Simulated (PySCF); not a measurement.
# How well do the runs reproduce experiment for cyclopropylacetylene?

**Experimental background.**

NIST CCCBDB Release 22 (SRD 101), experimental dipoles lists, for the gas: dipole moment 0.892 D.

How close the calculation comes is told at the end.

Cyclopropylacetylene, C5H6.
Numbering: `[CH:1]#[C:2][CH:3]1[CH2:4][CH2:5]1` (hydrogens: H6 on C1; H7 on C3; H8, H9 on C4; H10, H11 on C5)

Cartesian coordinates in Å at the PBE0-D3(BJ)/def2-TZVP level; atoms count from 1:
```xyz
11
C5H6 angstrom
C      2.4200   -0.5247   -0.3646
C      1.3069   -0.3849    0.0659
C     -0.0199   -0.2181    0.5736
C     -0.8314    0.9869    0.1655
C     -1.1996   -0.3586   -0.3565
H      3.4056   -0.6514   -0.7449
H     -0.1653   -0.5717    1.5884
H     -1.4581    1.4379    0.9239
H     -0.3587    1.6839   -0.5137
H     -0.9790   -0.5805   -1.3921
H     -2.0822   -0.8444    0.0393
```

Runs made with PySCF (gas phase, on this PBE0-D3(BJ)/def2-TZVP geometry; no spin–orbit coupling):

```
                              level                                                                                                                            job  basis functions  wall time
PBE0-D3(BJ)/def2-TZVP, grid level 2                                                                   geometry optimisation from a GFN2-xTB start shaken at random              191    2.2 min
                      PBE0/pcSseg-2                             shieldings, ring-centre shieldings, charges and field gradients, density and orbital grids written              264       45 s
              CAM-B3LYP/aug-cc-pVTZ                                                             10 singlets by full TDDFT, 4 Tamm–Dancoff triplets, polarisability              368       99 s
                   PBE0/aug-cc-pVTZ  10 singlets by full TDDFT, 4 Tamm–Dancoff triplets, polarisability, dynamic polarisability, density and orbital grids written              368    1.7 min
                wB97X-D/aug-cc-pVTZ                                                  10 singlets by full TDDFT, 4 Tamm–Dancoff triplets, polarisability, ΔSCF ions              368    4.2 min
```

Hardware: one thread of an Arm Neoverse N1, no GPU (shared host).

Results beside the measurements:

**Dipole moment.** Measured: 0.892 D (NIST CCCBDB Release 22 (SRD 101), experimental dipoles).

| level | computed (D) | computed − measured (D) | % (from the printed values) |
| --- | --- | --- | --- |
| PBE0-D3(BJ)/def2-TZVP | 0.993 | +0.101 | +11 |
| PBE0/pcSseg-2 | 1.008 | +0.116 | +13 |
| CAM-B3LYP/aug-cc-pVTZ | 0.971 | +0.079 | +9 |
| PBE0/aug-cc-pVTZ | 1.011 | +0.119 | +13 |
| wB97X-D/aug-cc-pVTZ | 0.985 | +0.093 | +10 |

All 5 levels lie above the measurement. The computed dipoles belong to one fixed geometry; measured ones are averaged over vibrations unless marked μe. Magnitudes are compared, not signs.

The geometry is computed, not the measured one. Where a level misses, the cause wasn't examined.
